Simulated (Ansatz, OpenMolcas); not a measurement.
## SiNH4F (SMILES N[SiH2]F): from total energies to a heat of formation

The species is SiNH4F (7 atoms), meant as a singlet with charge 0. SMILES: `N[SiH2]F`. The coordinates come from a PBE0-D4/def2-TZVP relaxation. This is one conformer, not always the lowest.

Total energies at BHLYP/aug-cc-pVDZ (OpenMolcas 26.06); the atoms run unrestricted:

```
species    state  energy (Eh)
 SiNH4F  singlet  -446.526361
      N  quartet   -54.581256
     Si  triplet  -289.376263
      F  doublet   -99.714392
      H  doublet    -0.498078
```

Harmonic wavenumbers at PBE0-D4/def2-TZVP, in cm⁻¹: 266, 295, 381, 561, 801, 829, 899, 904, 941, 963, 1585, 2260, 2265, 3616, 3711.

Measured heats of formation of the gaseous atoms at 298.15 K, in kJ/mol: N 472.4, Si 450.0, F 79.4, H 218.0. Spin-orbit lowering of the atoms at 298 K (mean of the ground term's levels less their thermal mean, from spectra), in kJ/mol: Si 0.44, F 1.29. Take 1 Eh = 2625.50 kJ/mol, 1 cm⁻¹ = 0.0119627 kJ/mol, RT = 2.479 kJ/mol.

Question: What heat of formation follows?

Answer: 
1. Electronic atomisation energy: (-54.581256) + (-289.376263) + (-99.714392) + 4 × (-0.498078) − (-446.526361) = 0.862138 Eh = 2263.5 kJ/mol.
2. Zero-point energy: half the sum of the wavenumbers, 10138.5 cm⁻¹ = 121.3 kJ/mol.
3. Thermal vibrational enthalpy, Σ hcν̃/(exp(hcν̃/kT) − 1): 4.6 kJ/mol. Translation, rotation and pV of a non-linear molecule: 4 RT = 9.9 kJ/mol.
4. The 7 free atoms carry 5/2 RT each: 43.4 kJ/mol.
5. Spin-orbit coupling lowers the free atoms by 0.44 + 1.29 = 1.7 kJ/mol.
6. Atomisation enthalpy at 298 K: 2263.5 − 1.7 − 121.3 − 4.6 − 9.9 + 43.4 = 2169.4 kJ/mol.
7. Sum of the atoms' heats of formation: 1873.8 kJ/mol. Heat of formation: 1873.8 − 2169.4 = -295.6 kJ/mol.

No measured value is set beside it here. Hybrids with much exact exchange underbind. Anharmonicity and any spin-orbit splitting of the molecule are left out.
